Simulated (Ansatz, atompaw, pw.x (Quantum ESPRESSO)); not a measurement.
## pw.x on bcc Ta: one setting changed

Potential: PAW, atompaw 4.2.0.5, LDA (PW92); core [Kr] 4d10 4f14, reference 5s2 5p6 5d3 6s2 6p0; waves: 5s (bound); 6s (bound); 5p (bound); 6p (bound, empty); 5d (bound); 5d channel at 3.95 Ry; local part: bessel scheme, radius 1.90 bohr; core correction: smooth core density matched at 1.45 bohr; augmentation: besselshape compensation charge, radius 1.70 bohr; PAW radius 2.25 bohr; waves and projectors: bloechl.

The reference run (k-mesh 14³, cutoffs 50/500 Ry, Fermi–Dirac 0.01 Ry, mixing_beta 0.4, conv_thr 1e-9, no spin) gives 0.53 GPa at 17.128 Å³/atom, where all-electron LAPW gives 1.38 GPa. This run, with its own iteration cap, changes k-mesh points per axis to 3.

```
&control
  calculation='scf', prefix='x', pseudo_dir='./', outdir='./tmp', tstress=.true., disk_io='none'
/
&system
  ibrav=0, nat=1, ntyp=1, ecutwfc=50, ecutrho=500, nbnd=14,
  occupations='smearing', smearing='fd', degauss=0.01
/
&electrons
  conv_thr=1e-09, mixing_beta=0.4, electron_maxstep=50
/
ATOMIC_SPECIES
Ta 1.0 Ta.UPF
CELL_PARAMETERS angstrom
  -1.62386113 1.62386113 1.62386113
  1.62386113 -1.62386113 1.62386113
  1.62386113 1.62386113 -1.62386113
ATOMIC_POSITIONS crystal
Ta 0.0000 0.0000 0.0000
K_POINTS automatic
3 3 3 0 0 0
```

```bash
pw.x < Ta.scf.in > Ta.scf.out
```

Problem. How does the run end?

Solution. It converges in 8 iterations; the free energy moves by -180.2 meV/atom and the pressure by +0.04 GPa.

```
Message from routine setup:
     using ibrav=0 with symmetry is DISCOURAGED, use correct ibrav instead
     lattice parameter (alat)  =       5.3151  a.u.
     unit-cell volume          =     115.5855 (a.u.)^3
     number of electrons       =        13.00
     number of Kohn-Sham states=           14
     kinetic-energy cutoff     =      50.0000  Ry
     charge density cutoff     =     500.0000  Ry
     scf convergence threshold =      1.0E-09
     Exchange-correlation= SLA PW NOGX NOGC
     number of k points=     4  Fermi-Dirac smearing, width (Ry)=  0.0100
     iteration #  1     ecut=    50.00 Ry     beta= 0.40
     total energy              =    -708.78650951 Ry
     estimated scf accuracy    <       0.02708229 Ry
     iteration #  2     ecut=    50.00 Ry     beta= 0.40
     total energy              =    -708.78682997 Ry
     estimated scf accuracy    <       0.00405035 Ry
     iteration #  3     ecut=    50.00 Ry     beta= 0.40
     total energy              =    -708.78764733 Ry
     estimated scf accuracy    <       0.00024688 Ry
     [... 2 iterations left out ...]
     iteration #  6     ecut=    50.00 Ry     beta= 0.40
     total energy              =    -708.78765936 Ry
     estimated scf accuracy    <       0.00000002 Ry
     iteration #  7     ecut=    50.00 Ry     beta= 0.40
     total energy              =    -708.78765937 Ry
     estimated scf accuracy    <          1.8E-09 Ry
     iteration #  8     ecut=    50.00 Ry     beta= 0.40
     the Fermi energy is    18.9153 ev
!    total energy              =    -708.78765937 Ry
     estimated scf accuracy    <          7.5E-11 Ry
     smearing contrib. (-TS)   =      -0.00637031 Ry
     The total energy is F=E-TS. E is the sum of the following terms:
     one-electron contribution =      -9.50947572 Ry
     hartree contribution      =      15.69940788 Ry
     xc contribution           =     -19.60813454 Ry
     ewald contribution        =    -100.21180189 Ry
     one-center paw contrib.   =    -595.15128479 Ry
     convergence has been achieved in   8 iterations
          total   stress  (Ry/bohr**3)                   (kbar)     P=        5.61
     Message from routine punch:
     Nothing written, as per user request (disk_io='none')
```

The run took about 3.4 s on one core of a shared host (AMD EPYC 9R45 96-Core Processor, 96 threads, 376 GiB, load 69).
